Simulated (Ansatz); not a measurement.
Relaxation of H$_{6}$N$_{2}$Si (9 atoms, charge 0, multiplicity 1), to a largest force component of 0.02 eV/Å in at most 40 steps.

These are results of RKS PBE0-D4/6-31G (Ansatz), not measurements.

```xyz
9
Properties=species:S:1:pos:R:3:forces:R:3
Si 0.000 0.000 0.000 1.12 1.88 -1.23
H 0.000 0.000 1.460 -0.05 -0.09 0.98
N 1.716 0.000 -0.606 0.29 -0.06 -0.20
H 2.215 -0.918 -0.787 -0.73 2.16 0.22
H 2.217 0.918 -0.778 -0.70 -2.17 0.26
N -0.857 1.485 -0.606 -0.20 0.21 -0.20
H -1.877 1.430 -0.889 2.21 0.50 0.44
H -0.337 2.406 -0.677 -1.49 -1.74 0.05
H -0.688 -1.191 -0.486 -0.44 -0.70 -0.30
```

**Question.** Where does it end, and by what steps?

**Answer.** It converged. The force dipped under the threshold on the way, but the program's further checks kept it going. Limits of this set-up: no polarisation functions. After 14 steps the energy has fallen by 0.689 eV; H5 moved furthest, 0.78 Å.

```json
{"step": "0", "energy less start (eV)": "0.0000", "largest force component (eV/Å)": "2.206", "accepted": "yes"}
{"step": "1", "energy less start (eV)": "-0.3933", "largest force component (eV/Å)": "0.988", "accepted": "yes"}
{"step": "2", "energy less start (eV)": "-0.4765", "largest force component (eV/Å)": "0.321", "accepted": "yes"}
{"step": "3", "energy less start (eV)": "-0.5380", "largest force component (eV/Å)": "0.322", "accepted": "yes"}
{"step": "4", "energy less start (eV)": "-0.5670", "largest force component (eV/Å)": "1.022", "accepted": "yes"}
{"step": "5", "energy less start (eV)": "-0.6731", "largest force component (eV/Å)": "0.171", "accepted": "yes"}
{"step": "6", "energy less start (eV)": "-0.6818", "largest force component (eV/Å)": "0.157", "accepted": "yes"}
{"step": "7", "energy less start (eV)": "-0.6873", "largest force component (eV/Å)": "0.061", "accepted": "yes"}
{"step": "8", "energy less start (eV)": "-0.6883", "largest force component (eV/Å)": "0.013", "accepted": "yes"}
{"step": "9", "energy less start (eV)": "-0.6881", "largest force component (eV/Å)": "0.134", "accepted": "no"}
{"step": "10", "energy less start (eV)": "-0.6888", "largest force component (eV/Å)": "0.015", "accepted": "yes"}
{"step": "11", "energy less start (eV)": "-0.6887", "largest force component (eV/Å)": "0.078", "accepted": "no"}
{"step": "12", "energy less start (eV)": "-0.6890", "largest force component (eV/Å)": "0.020", "accepted": "yes"}
{"step": "13", "energy less start (eV)": "-0.6889", "largest force component (eV/Å)": "0.055", "accepted": "no"}
{"step": "14", "energy less start (eV)": "-0.6891", "largest force component (eV/Å)": "0.015", "accepted": "yes"}
```

```xyz
9
Properties=species:S:1:pos:R:3
Si 0.080 0.134 0.017
H 0.256 0.446 1.477
N 1.706 -0.107 -0.614
H 1.897 -0.679 -1.421
H 2.506 0.403 -0.274
N -0.951 1.417 -0.607
H -1.523 1.307 -1.429
H -0.934 2.356 -0.242
H -0.648 -1.148 -0.275
```

Whether the end is a true minimum wasn't checked by a vibrational analysis.

The run took 14 s on 1 thread of AMD EPYC 9R45 96-Core Processor (Zen 5) (shared host), peak memory 0.12 GiB.
